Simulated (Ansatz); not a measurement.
in.yaml

```yaml
crystal:
  periodic: [false, false, false]
  atoms:
    - {symbol: Ge, position_ang: [0.027427, 0.014995, 0.296083]}
    - {symbol: N, position_ang: [-0.137447, -0.117541, -1.555959]}
    - {symbol: H, position_ang: [-0.060827, 1.440765, 0.824856]}
    - {symbol: H, position_ang: [1.280035, -0.800289, 0.805134]}
    - {symbol: H, position_ang: [-1.338530, -0.819423, 0.702251]}
    - {symbol: H, position_ang: [0.052753, 0.731662, -2.048096]}
basis:
  gaussian: {orbitals: cc-pVDZ}
magnetization: {spin_polarized: false, initial_magnetization: 1}
correlation: {method: ccsdt_q, electrons: outside_noble_gas}
```

```sh
$ ansatz run in.yaml --threads 1 --pin off --events-out ev --progress --plain --max-ram 2393MiB
```

The program prints:

```
1206 factors; integrals over basis functions are off by at most 2.5e-7 eV
mean field evaluation 1: about -58012.9996 eV, gradient 2.4e1 eV
mean field evaluation 2: about -58013.0029 eV, gradient 2.4e1 eV
mean field evaluation 4: about -58015.9552 eV, gradient 2.6e0 eV
mean field evaluation 8: about -58016.0115 eV, gradient 6.8e-2 eV
mean field evaluation 16: about -58016.0027 eV, gradient 1.0e0 eV
mean field evaluation 32: about -58015.8789 eV, gradient 2.5e0 eV
mean field evaluation 64: about -58014.5644 eV, gradient 3.8e0 eV
mean field -58016.01163840 eV, -2132.0491030459 hartree, gradient 1.8e-6 eV, S^2 0.750000; 6 other end points of the search recorded, 0 dependent functions left out
mean field evaluation 96: about -58015.3109 eV, gradient 5.8e0 eV
determinant -58016.01163840 eV, -2132.0491030459 hartree, with singles and doubles -58023.63932814 eV, -2132.3294154739 hartree
determinant -58014.70071711 eV, -2132.0009275774 hartree, with singles and doubles -58022.30880330 eV, -2132.2805195878 hartree
15 core orbitals not correlated: weight in the atoms' cores, before any rotation towards them, 0.997 or more for the frozen orbitals, at most 0.002 for the correlated occupied ones
reference -58016.01163840 eV, -2132.0491030459 hartree; 7, 6 occupied and 39, 40 virtual orbitals, 1206 factors
second order -6.48927845 eV of doubles, -0.07363295 eV of singles
cycle   1  -7.30445867 eV  change   -7.4e-1 eV  update   7.6e-2
cycle   2  -7.69426066 eV  change   -3.9e-1 eV  update   3.2e-2
cycle   3  -7.82316219 eV  change   -1.3e-1 eV  update   1.9e-2
cycle   4  -7.81795523 eV  change    5.2e-3 eV  update   7.5e-3
cycle   5  -7.82146789 eV  change   -3.5e-3 eV  update   4.5e-3
cycle   6  -7.82414130 eV  change   -2.7e-3 eV  update   2.3e-3
cycle   7  -7.82385676 eV  change    2.8e-4 eV  update   1.2e-3
cycle   8  -7.82434659 eV  change   -4.9e-4 eV  update   5.5e-4
cycle   9  -7.82464788 eV  change   -3.0e-4 eV  update   2.7e-4
cycle  10  -7.82448543 eV  change    1.6e-4 eV  update   1.4e-4
cycle  11  -7.82447722 eV  change    8.2e-6 eV  update   7.8e-5
cycle  12  -7.82449577 eV  change   -1.9e-5 eV  update   3.9e-5
cycle  13  -7.82452399 eV  change   -2.8e-5 eV  update   2.3e-5
cycle  14  -7.82455090 eV  change   -2.7e-5 eV  update   1.6e-5
cycle  15  -7.82455496 eV  change   -4.1e-6 eV  update   1.2e-5
cycle  16  -7.82454751 eV  change    7.5e-6 eV  update   9.2e-6
cycle  17  -7.82454223 eV  change    5.3e-6 eV  update   6.9e-6
cycle  18  -7.82454049 eV  change    1.7e-6 eV  update   4.9e-6
cycle  19  -7.82454249 eV  change   -2.0e-6 eV  update   2.9e-6
cycle  20  -7.82454593 eV  change   -3.4e-6 eV  update   1.7e-6
cycle  21  -7.82454648 eV  change   -5.5e-7 eV  update   9.4e-7
perturbative correction -0.01161373 eV, -0.0004267966 hartree
Total energy: -58023.84779861 eV, -2132.3370766221 hartree
```

Ran on 1 thread of AMD EPYC 7R43, shared host: 2.8 min wall, 1.1 GiB peak host memory.
